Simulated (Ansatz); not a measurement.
# PH3, singlet: the ladder up to RCCSDT(Q)

Geometry: that of the PH3⁻, doublet, kept fixed.

```xyz
4

P     0.0018    0.0023   -0.0694
H     1.1903   -0.0146    0.7416
H    -0.6305    1.0185    0.7295
H    -0.6136   -1.0738    0.6614
```

Basis aug-cc-pVTZ; Ansatz 0.2.0. Correlated methods freeze the noble-gas cores, which leaves 8 electrons in 114 orbitals. Prefix R: restricted or restricted open-shell reference. Active spaces: valence = (8e, 7o) chosen from the atoms' valence shells.

Full CI isn't at hand for all of this; RCCSDT(Q) serves as the reference, and is uncertain by about the last step of the cluster series.

The UHF ⟨S²⟩ is 0.000. The T1 diagnostic (RCCSD) is 0.0137 and the largest doubles amplitude (RCCSD) is 0.030.

| level | E − E(RHF) (eV) |
| --- | --- |
| RMP2 | -4.7273 |
| RCCSD | -5.4936 |
| RCCSD(T) | -5.6905 |

Q: Estimate how far RCCSDT(Q) in aug-cc-pVTZ lies from RCCSD(T). The table doesn't fix it; the size of (T) and the diagnostics are the guide.

A: RCCSDT(Q) in aug-cc-pVTZ lies 1.18 mEh below RCCSD(T), which is 16 % of the (T) step (-7.23 mEh). The diagnostics are small and one determinant leads, so the series closes fast and only a small part of (T) is left.

The other levels:

```csv
level,E − E(RCCSDT(Q)) (mEh),share of correlation (%),wall time
BCCD(T),1.16,99.45,3.9 s (H100)
RCCSDT,0.30,99.86,–
CASSCF (valence space),160.08,23.88,–
NEVPT2 (valence space),39.69,81.13,2.8 s (H100)
```

The correlation energy at RCCSDT(Q), counted from RHF, is -5.723 eV. That run took 6.5 s on 2 threads of AMD EPYC 7R13 with a shared H100 80 GB, shared host.

Times hold each run's SCF and search for its determinant on a shared host, so for small cases they say little of a method's own cost; rows without a card ran on 1 thread of AMD EPYC 7R13.

Natural occupations of CASSCF (valence space) about the gap: 1.994 1.980 1.972 1.972 0.030 0.030 0.022; effectively unpaired electrons, Σ n²(2−n)², 0.02.
